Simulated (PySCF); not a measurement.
# Excitation energies in several basis sets

Compound: 2,4-hexadiyne, C6H6.
SMILES: `CC#CC#CC`

TDDFT with PBE0 (PySCF), vertical singlets, core orbitals frozen in the response, spherical d and f functions. Geometry: PBE0-D3(BJ)/def2-SVP; no solvent, vibrations or thermal averaging.

```json
{"basis": "6-31G*", "functions": "96", "diffuse": "no", "S1 (eV)": "4.66", "S2 (eV)": "4.89", "S3 (eV)": "4.89", "S4 (eV)": "7.17", "S5 (eV)": "7.45", "LUMO (eV)": "0.17", "α (au)": "68.3"}
{"basis": "def2-SVP", "functions": "114", "diffuse": "no", "S1 (eV)": "4.67", "S2 (eV)": "4.88", "S3 (eV)": "4.88", "S4 (eV)": "7.17", "S5 (eV)": "7.44", "LUMO (eV)": "-0.07", "α (au)": "71.8"}
{"basis": "6-31+G*", "functions": "120", "diffuse": "yes", "S1 (eV)": "4.66", "S2 (eV)": "4.87", "S3 (eV)": "4.87", "S4 (eV)": "6.16", "S5 (eV)": "6.16", "LUMO (eV)": "-0.12", "α (au)": "75.6"}
{"basis": "def2-SVPD", "functions": "168", "diffuse": "yes", "S1 (eV)": "4.66", "S2 (eV)": "4.86", "S3 (eV)": "4.86", "S4 (eV)": "6.36", "S5 (eV)": "6.36", "LUMO (eV)": "-0.16", "α (au)": "82.7"}
{"basis": "aug-cc-pVDZ", "functions": "192", "diffuse": "yes", "S1 (eV)": "4.65", "S2 (eV)": "4.85", "S3 (eV)": "4.85", "S4 (eV)": "5.71", "S5 (eV)": "5.71", "LUMO (eV)": "-0.17", "α (au)": "84.2"}
{"basis": "def2-TZVP", "functions": "222", "diffuse": "no", "S1 (eV)": "4.64", "S2 (eV)": "4.84", "S3 (eV)": "4.84", "S4 (eV)": "6.99", "S5 (eV)": "6.99", "LUMO (eV)": "-0.15", "α (au)": "80.0"}
{"basis": "def2-TZVPD", "functions": "276", "diffuse": "yes", "S1 (eV)": "4.64", "S2 (eV)": "4.83", "S3 (eV)": "4.83", "S4 (eV)": "5.96", "S5 (eV)": "5.96", "LUMO (eV)": "-0.17", "α (au)": "84.4"}
```

Q: Compare the sets with the largest diffuse one.

A: States are compared by their number. Against the largest diffuse basis here (def2-TZVPD, itself not a converged limit), sets without diffuse functions differ by up to 0.03 eV in S1 and 1.49 eV in S5; the smaller diffuse sets differ by up to 0.02 and 0.40 eV. State by state, the largest deviation of a set without diffuse functions is S1 0.03, S2 0.05, S3 0.05, S4 1.21, S5 1.49 eV. The same number needn't mean the same state in each row. Against def2-TZVPD the polarisability deviates by -19% in 6-31G*, -15% in def2-SVP, -11% in 6-31+G*, -2% in def2-SVPD, 0% in aug-cc-pVDZ, -5% in def2-TZVP. A single + in a Pople set puts diffuse functions on heavy atoms only.
